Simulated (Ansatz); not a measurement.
`FC(Cl)(Cl)Cl`. Charge 0, multiplicity 1.

Task: List the harmonic frequencies (cm⁻¹, unscaled) at PBE0-D4/def2-TZVP in Ansatz. (Estimate.)

Result: Ansatz gave: 244, 244, 353, 402, 402, 545, 844, 844, 1120.

Task: Is this a minimum?

Result: Yes, all 9 modes are real.

Task: Give the ideal-gas thermochemistry at 298.15 K and 1 bar (rigid rotor, harmonic oscillator; point group C3v, symmetry number 3).

Result: Zero-point energy 29.9 kJ/mol; H(298) − E = 45.9 kJ/mol; entropy 309.3 J/(mol·K), of which translation 170.2, rotation 107.4, vibration 31.7; G(298) − E = -46.3 kJ/mol.

Task: And at 400, 500, 600, 800 and 1000 K?

Result: 
```json
{"T (K)": "400", "H − E (kJ/mol)": "54.3", "S (J/mol/K)": "333.5", "G − E (kJ/mol)": "-79.1"}
{"T (K)": "500", "H − E (kJ/mol)": "63.3", "S (J/mol/K)": "353.6", "G − E (kJ/mol)": "-113.5"}
{"T (K)": "600", "H − E (kJ/mol)": "72.8", "S (J/mol/K)": "370.8", "G − E (kJ/mol)": "-149.7"}
{"T (K)": "800", "H − E (kJ/mol)": "92.6", "S (J/mol/K)": "399.3", "G − E (kJ/mol)": "-226.9"}
{"T (K)": "1000", "H − E (kJ/mol)": "113.0", "S (J/mol/K)": "422.1", "G − E (kJ/mol)": "-309.1"}
```
